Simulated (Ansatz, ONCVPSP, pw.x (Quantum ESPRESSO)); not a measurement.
## What a changed setting does to a pw.x run (fcc C)

Potential: optimised norm-conserving Vanderbilt (ONCV), ONCVPSP 4.0.1.1 (patched build), PBEsol; core [He], reference 2s2 2p2; waves: 2s: rc 1.00 bohr, ncon 3, nbas 8, qcut 6.5 1/bohr, 2 projectors, debl 2.2 Ha; 2p: rc 2.15 bohr, ncon 3, nbas 8, qcut 5.5 1/bohr, 2 projectors, debl 3.9 Ha; d scattering state at 0.08 Ha: rc 1.65 bohr, ncon 5, nbas 8, qcut 5.3 1/bohr, 2 projectors, debl 0.3 Ha; local part: polynomial inside 0.95 bohr (lpopt 1, dvloc0 6 Ha); core correction: none.

The reference run (k-mesh 18³, cutoffs 105/420 Ry, Fermi–Dirac 0.01 Ry, mixing_beta 0.4, conv_thr 1e-9, no spin) gives -3.03 GPa at 7.154 Å³/atom, where all-electron LAPW gives -3.62 GPa. This run, with its own iteration cap, changes input_dft to sla+noc, a wrong or extreme entry chosen on purpose.

```
&control
  calculation='scf', prefix='x', pseudo_dir='./', outdir='./tmp', tstress=.true., disk_io='none'
/
&system
  ibrav=0, nat=1, ntyp=1, ecutwfc=105, ecutrho=420, nbnd=9,
  occupations='smearing', smearing='fd', degauss=0.01, input_dft='sla+noc'
/
&electrons
  conv_thr=1e-09, mixing_beta=0.4, electron_maxstep=70
/
ATOMIC_SPECIES
C 1.0 C.UPF
CELL_PARAMETERS angstrom
  0.00000000 1.52934798 1.52934798
  1.52934798 0.00000000 1.52934798
  1.52934798 1.52934798 0.00000000
ATOMIC_POSITIONS crystal
C 0.0000 0.0000 0.0000
K_POINTS automatic
18 18 18 0 0 0
```

```bash
pw.x < C.scf.in > C.scf.out
```

Q: How does the run end?

A: It converges in 5 iterations; the free energy moves by +5.72 eV/atom and the pressure by +12.43 GPa. The functional is no longer that of the file, so the result is not meaningful.

```
Exchange-correlation= SLA+NOC
     Message from routine setup:
     using ibrav=0 with symmetry is DISCOURAGED, use correct ibrav instead
     lattice parameter (alat)  =       4.0871  a.u.
     unit-cell volume          =      48.2776 (a.u.)^3
     number of electrons       =         4.00
     number of Kohn-Sham states=            9
     kinetic-energy cutoff     =     105.0000  Ry
     charge density cutoff     =     420.0000  Ry
     scf convergence threshold =      1.0E-09
     Exchange-correlation= SLA+NOC
     number of k points=   195  Fermi-Dirac smearing, width (Ry)=  0.0100
     iteration #  1     ecut=   105.00 Ry     beta= 0.40
     total energy              =     -10.54805362 Ry
     estimated scf accuracy    <       0.00110280 Ry
     iteration #  2     ecut=   105.00 Ry     beta= 0.40
     total energy              =     -10.54795783 Ry
     estimated scf accuracy    <       0.00031347 Ry
     iteration #  3     ecut=   105.00 Ry     beta= 0.40
     total energy              =     -10.54797756 Ry
     estimated scf accuracy    <       0.00000329 Ry
     iteration #  4     ecut=   105.00 Ry     beta= 0.40
     total energy              =     -10.54797772 Ry
     estimated scf accuracy    <          1.3E-09 Ry
     iteration #  5     ecut=   105.00 Ry     beta= 0.40
     the Fermi energy is    12.5324 ev
!    total energy              =     -10.54797773 Ry
     estimated scf accuracy    <          5.0E-10 Ry
     smearing contrib. (-TS)   =      -0.00169787 Ry
     The total energy is F=E-TS. E is the sum of the following terms:
     one-electron contribution =       4.56785266 Ry
     hartree contribution      =       0.31719882 Ry
     xc contribution           =      -2.73988606 Ry
     ewald contribution        =     -12.69144528 Ry
     convergence has been achieved in   5 iterations
          total   stress  (Ry/bohr**3)                   (kbar)     P=       93.97
     Message from routine punch:
     Nothing written, as per user request (disk_io='none')
```

The run took about 29 s on one core of a shared host (Neoverse-N1, 64 threads, 124 GiB, load 54).
